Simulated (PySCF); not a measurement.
Atoms are numbered as in `[CH2:1]=[NH:2]`; H(Xn) means a hydrogen on atom n. Ha(C1) is cis to H(N2); Hb(C1) is trans to H(N2).

Isolated molecule, non-relativistic, a single conformation. Geometry: PBE0-D3(BJ)/def2-TZVP; σ from GIAO-B97-2/pcSseg-2; PySCF 2.14.

Scale: 13C (σ = 185.38 ppm), 1H (σ = 31.64 ppm) vs TMS; NH3 for 15N (σ = 261.75 ppm) (reference shieldings calculated alike).

| atoms | nucleus | count | δ (ppm) |
| --- | --- | --- | --- |
| Ha(C1) | 1H | 1 | 8.20 |
| N2 | 15N | 1 | 378.0 |
| Hb(C1) | 1H | 1 | 7.90 |
| H(N2) | 1H | 1 | ? |
| C1 | 13C | 1 | ? |

Problem. Estimate the values marked ?.

Solution. 
- C1: 171.6 ppm, C=N carbon
- H(N2): 10.92 ppm, hydrogen on an imine nitrogen; labile proton, position sensitive to the medium

Exchangeable OH/NH protons stand at their gas-phase positions; hydrogen bonding in a real sample shifts them, mostly to higher δ. Shifts are as computed. Against solution values, carbons near 30 ppm lie about +3 ppm off and those near 130 ppm about +7 ppm. Of 1211 compounds with measured shifts, 218 miss one by over three times the rms of a fit or turn the order of signals round; such compounds aren't used in these exercises. Experimental scales use liquid or dissolved standards, which lie at an offset from isolated NH3 (liquid NH3: subtract about 20 ppm). Unscaled 15N shifts of sp2 nitrogen come out 20 to 40 ppm too high even then.
